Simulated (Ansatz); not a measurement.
# C3H5NO: up Jacob's ladder to CCSD(T)

How much do the methods differ for C3H5NO? The plan is to run it at one geometry with functionals of several rungs and with coupled cluster, and see how far each lands from CCSD(T) at the basis-set limit for the atomisation energy.

Program: Ansatz 0.2.0, Gaussian basis. Level of theory: functionals in def2-TZVPP, the program's frozen cores in correlated methods. These are calculated values, not measurements.

Levels to be run: LDA (SPW92), PBE-D4, revPBE-D4, BLYP-D4, r2SCAN-D4, B97M-V, PBE0-D4, B3LYP-D4, r2SCANh-D4, r2SCAN0-D4, HSE06-D4, BHLYP-D4, CAM-B3LYP-D4, LC-ωPBE, ωB97X-V, ωB97M-V, B2PLYP, PBE-QIDH; CCSD(T)/def2-SVP; CCSD(T)/def2-TZVPP; MP2/def2-QZVPP; extrapolation to the limit; RPA on PBE.

### Step 1. The geometry

An earlier PBE0-D4 in a triple-zeta def2 set relaxation fixed the geometry.

SMILES `CC(=N)C=O`, 10 atoms, charge 0, spin multiplicity 1.

Atoms are counted from 1 here; the program's logs count them from 0.

Bond lengths: C1–C2 1.490 Å, C1–H6 1.095 Å, C1–H7 1.088 Å, C1–H8 1.095 Å, C2–N3 1.264 Å, C2–C4 1.515 Å, N3–H9 1.026 Å, C4–O5 1.199 Å, C4–H10 1.110 Å. Angles: C2–C1–H6 110.7°, C2–C1–H7 110.2°, C2–C1–H8 110.6°, H6–C1–H7 109.3°, H6–C1–H8 106.7°, H7–C1–H8 109.3°, C1–C2–N3 122.6°, C1–C2–C4 116.9°, N3–C2–C4 120.5°, C2–N3–H9 108.7°, C2–C4–O5 122.5°, C2–C4–H10 116.3°, O5–C4–H10 121.2°.

### Step 2. LDA

This LDA is Slater exchange with PW92 correlation.

Input file in.yaml:

```yaml
crystal:
  periodic: [false, false, false]
  atoms:
    - {symbol: C, position_ang: [-0.417267, -0.502787, 1.138939]}
    - {symbol: C, position_ang: [0.188744, 0.331245, 0.063203]}
    - {symbol: N, position_ang: [0.771821, 1.428201, 0.298396]}
    - {symbol: C, position_ang: [0.078942, -0.192638, -1.354192]}
    - {symbol: O, position_ang: [0.529336, 0.397725, -2.295730]}
    - {symbol: H, position_ang: [0.029815, -1.501891, 1.151005]}
    - {symbol: H, position_ang: [-0.269233, -0.030610, 2.108002]}
    - {symbol: H, position_ang: [-1.489181, -0.638924, 0.963302]}
    - {symbol: H, position_ang: [1.105678, 1.820842, -0.588370]}
    - {symbol: H, position_ang: [-0.445455, -1.162262, -1.481655]}
basis:
  gaussian: {orbitals: def2-TZVPP}
hamiltonian: {xc: lda}
output: {orbitals: {seedname: orbitals}}
```

The run is started by

```
$ ansatz run in.yaml --threads 2 --pin off --events-out ev --progress --plain --max-ram 4352MiB
```

The runs that follow: PBE-D4 (GGA); revPBE-D4 (GGA); BLYP-D4 (GGA); r2SCAN-D4 (meta-GGA); B97M-V (meta-GGA); B3LYP-D4 (hybrid); r2SCANh-D4 (hybrid); r2SCAN0-D4 (hybrid); HSE06-D4 (hybrid); BHLYP-D4 (hybrid); CAM-B3LYP-D4 (range-separated); LC-ωPBE (range-separated); ωB97X-V (range-separated); ωB97M-V (range-separated); B2PLYP (double hybrid); PBE-QIDH (double hybrid); CCSD(T) in def2-SVP; CCSD(T) in def2-TZVPP; MP2 in def2-QZVPP; RPA on PBE orbitals.

**Question.** What will the summary of the whole plan be? Wanted: atomisation energy, CCSD(T)/CBS; farthest beyond LDA; mean size of error, GGA; mean size of error, meta-GGA; mean size of error, hybrid; mean size of error, range-separated; mean size of error, double hybrid; gap, smallest and largest; T1 diagnostic.

As calculated:

```
                               quantity                                      value
        atomisation energy, CCSD(T)/CBS                             998.2 kcal/mol
functionals within 5.0 kcal/mol (0.5 %)        r2SCAN-D4, B97M-V, LC-ωPBE, ωB97X-V
                    farthest beyond LDA                    PBE-D4 (+40.7 kcal/mol)
                mean size of error, GGA                              22.0 kcal/mol
           mean size of error, meta-GGA                               3.8 kcal/mol
             mean size of error, hybrid                              14.9 kcal/mol
    mean size of error, range-separated                               5.1 kcal/mol
      mean size of error, double hybrid                               5.2 kcal/mol
              gap, smallest and largest  2.55 eV (LDA (SPW92)), 10.53 eV (LC-ωPBE)
                          T1 diagnostic                                     0.0139
triples share of the correlation energy                                      4.3 %
```

In words: The LDA atomisation energy is off by 168.2 kcal/mol (17 %): it overbinds. PBE-D4 is off by +40.7 kcal/mol. Double hybrids carry the basis error of their MP2 part in triple zeta, and no dispersion term here, so their miss is partly the set-up's. Taken by rung, meta-GGA functionals do best (3.8 kcal/mol on average) and GGA ones worst beyond LDA (22.0 kcal/mol). The gap between the best rungs is small, so their order is not settled. Misses under about 5.0 kcal/mol are within the doubt on the reference itself, which lacks core-valence correlation, relativity and higher excitations. Hartree-Fock recovers 69 % of the binding; the rest is correlation. CCSD(T) in def2-SVP is off by -45.1 kcal/mol, so the small basis spoils what the method gains. The gap grows from 2.6 to 10.5 eV across the functionals, mostly with the share of exact exchange. The restricted reference is unstable towards a spin-broken one.
